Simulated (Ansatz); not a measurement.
## [SiH3···H···H], doublet along the distance Si1-H5

Starting geometry:

```xyz
6

Si   -0.0870    0.0000    0.0000
H    -0.5819    1.3997    0.0000
H    -0.5819   -0.6999    1.2122
H    -0.5819   -0.6999   -1.2122
H     1.3976    0.0000    0.0000
H     2.7730    0.0000    0.0000
```

From there H5 is moved from one fragment to the other while all else, the fragments' distance too, stays fixed, so the hump isn't the reaction's barrier; atoms are numbered as listed. Energies are in eV, counted from the starting geometry at the same level.

Basis cc-pVDZ; Ansatz 0.2.0. Correlated methods freeze the noble-gas cores. Prefix R: restricted or restricted open-shell reference; prefix U: unrestricted. Active spaces: valence = (9e, 9o) chosen from the atoms' valence shells.

Runs in a small pair space aren't shown, since their orbitals change along the scan.

Full CI isn't at hand for all of this; RCCSDTQ serves as the reference, and is uncertain by about the last step of the cluster series. The frozen core follows each run's orbitals, which can shift R against U totals by a few meV.

```csv
distance Si1-H5 (Å),RCCSDTQ,error UHF,error UCCSD,error RCCSDT,error UCCSDT(Q),error CASSCF (valence space),error NEVPT4(SD) (valence space)
1.485,0.000,0.000,0.000,0.000,0.000,0.000,0.000
1.575,0.010,0.060,0.005,0.000,0.000,0.017,-0.002
1.755,0.055,0.204,0.014,0.001,0.000,0.059,-0.008
1.935,-0.179,0.266,0.008,0.000,0.000,0.079,-0.010
2.115,-0.389,0.187,-0.003,0.000,0.000,0.075,-0.010
```

Errors are those of relative energies. In total energy the starting point itself misses RCCSDTQ by: UHF 4.262, UCCSD 0.094, RCCSDT 0.002, UCCSDT(Q) 0.000, CASSCF (valence space) 2.768, NEVPT4(SD) (valence space) 0.151 eV.

Spread of the error over the points with a reference, to 2.115 Å (largest less smallest): UCCSDT(Q) 0.000, RCCSDT 0.001, NEVPT4(SD) (valence space) 0.010, UCCSD 0.017, CASSCF (valence space) 0.079, UHF 0.266 eV.
